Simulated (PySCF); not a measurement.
**Name the molecule from its bond curve**

A diatomic of charge 0 contains Li. Its doublet curve at PBE0 in a triple-zeta basis (no relativity, PySCF), in eV from the separated fragments:

(R (Å), E (eV)): (1.847, -2.597), (1.933, -2.860), (2.019, -3.007), (2.084, -3.060), (2.148, -3.074), (2.212, -3.059), (2.298, -3.003), (2.406, -2.891), (2.535, -2.719), (2.707, -2.456)

The fit gives ωe = 587 cm⁻¹ and the rotational constant Bₑ = 0.6370 cm⁻¹.

Question: Which atom is the partner?

Answer: The minimum lies at 2.145 Å, so the reduced mass is 16.8576 u Å² cm⁻¹/(Bₑ·Re²) = 5.752 u. With Li at 7.02 u the partner weighs about 31.8 u: S. The molecule is LiS.

The state was picked by a PBE0 search and need not be the measured ground state.
